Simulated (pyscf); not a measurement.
A first-order saddle from PySCF, ωB97X-D3(BJ)/def2-SVP:

```
Si
H 1 1.4862
O 1 1.8295 2 104.03
H 3 0.9694 1 119.77 2 -28.72
H 3 1.2422 4 123.20 1 -83.99
H 5 1.0454 3 136.67 4 124.52
P 1 2.0594 2 123.58 6 138.57
H 7 1.4317 1 88.82 2 176.33
```

Surface: singlet, charge 0. Lowest wavenumbers (cm⁻¹): 1499i, 181, 302, 382, 481.

Task: Which two sides does it connect, and which bonds change?

Result: H₂Si=PH (SMILES [SiH2]=P) + H₂O (SMILES O) ⇌ HO–SiH=PH (SMILES O[SiH]=P) + H₂ (SMILES [H][H]), a four-centre exchange read from left to right: H–Si, H–O broken and O–Si, H–H formed. At ωB97M-D3(BJ)/def2-TZVP it lies +19.3 kcal/mol from the left side and +38.2 kcal/mol from the right (each side as separated species at their lowest minima found). On the reactant side the descent ends in an adduct with a O–Si contact (not fully relaxed), 10.7 kcal/mol under the separated species and 30.7 kcal/mol under the saddle at ωB97X-D3(BJ)/def2-TZVP. What is counted as formed (O–Si) is already present as a longer contact in the reactant adduct; forming that adduct is a step of its own. The same reactants have a lower exit, to HO–SiH₂–PH₂ (barrier -6.7 kcal/mol at ωB97M-D3(BJ)/def2-TZVP, against +19.3 kcal/mol here). This is the saddle that the search found; another between the same sides may lie lower.
